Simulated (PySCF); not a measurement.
# Electric properties by functional and basis

Compound: butanal, C₄H₈O.
Structure used (PBE0-D3(BJ)/def2-SVP), in Å, numbered top down from 1:
```xyz
13
C4H8O angstrom
C     -1.712   -0.105    0.639
C     -0.256   -0.504    0.468
C      0.535    0.479   -0.375
C      1.984    0.127   -0.546
O      2.518   -0.832   -0.057
H     -2.259   -0.838    1.251
H     -1.806    0.875    1.134
H     -2.228   -0.033   -0.332
H     -0.184   -1.503    0.009
H      0.234   -0.603    1.450
H      0.501    1.502    0.049
H      0.103    0.592   -1.388
H      2.571    0.844   -1.181
```

PySCF, dipoles from the SCF density, polarisabilities from static response with core orbitals frozen. The structure is a single PBE0-D3(BJ)/def2-SVP conformer in the gas phase; no vibrational or solvent corrections.

Reference polarisability: 8.180 Å³ (measured, gas; NIST CCCBDB Release 22 (SRD 101), experimental polarizabilities). The anisotropy is √(½[(α1 − α2)² + (α2 − α3)² + (α3 − α1)²]).

```json
{"level": "wB97X-D/def2-SVPD", "μ (D)": "2.783", "α (Å³)": "7.89", "error (%)": "-3.5", "anisotropy (Å³)": "2.22"}
{"level": "LC-wPBE/def2-SVPD", "μ (D)": "2.800", "α (Å³)": "7.69", "error (%)": "-6.0", "anisotropy (Å³)": "2.12"}
{"level": "PBE0/6-31G*", "μ (D)": "2.504", "α (Å³)": "6.61", "error (%)": "-19.2", "anisotropy (Å³)": "1.98"}
{"level": "PBE0/6-31+G*", "μ (D)": "2.738", "α (Å³)": "7.39", "error (%)": "-9.7", "anisotropy (Å³)": "2.25"}
{"level": "PBE0/def2-SVP", "μ (D)": "2.510", "α (Å³)": "6.82", "error (%)": "-16.6", "anisotropy (Å³)": "2.01"}
{"level": "PBE0/aug-cc-pVDZ", "μ (D)": "2.681", "α (Å³)": "8.11", "error (%)": "-0.9", "anisotropy (Å³)": "2.46"}
{"level": "PBE0/def2-TZVP", "μ (D)": "2.634", "α (Å³)": "7.70", "error (%)": "-5.9", "anisotropy (Å³)": "2.29"}
{"level": "PBE0/def2-TZVPD", "μ (D)": "2.682", "α (Å³)": "8.10", "error (%)": "-1.0", "anisotropy (Å³)": "2.44"}
```

For the polarisability, the smallest error is 0.9% (PBE0/aug-cc-pVDZ) and the largest 19.2% (PBE0/6-31G*). The dipole runs from 2.50 D (PBE0/6-31G*) to 2.80 D (LC-wPBE/def2-SVPD). With PBE0 the polarisability is 7.04 Å³ without diffuse functions (mean of 6-31G*, def2-SVP and def2-TZVP) and 7.86 Å³ with them (mean of 6-31+G*, aug-cc-pVDZ and def2-TZVPD). Measured values can belong to vibrating molecules and may average over conformers; the computed ones are for one fixed geometry.
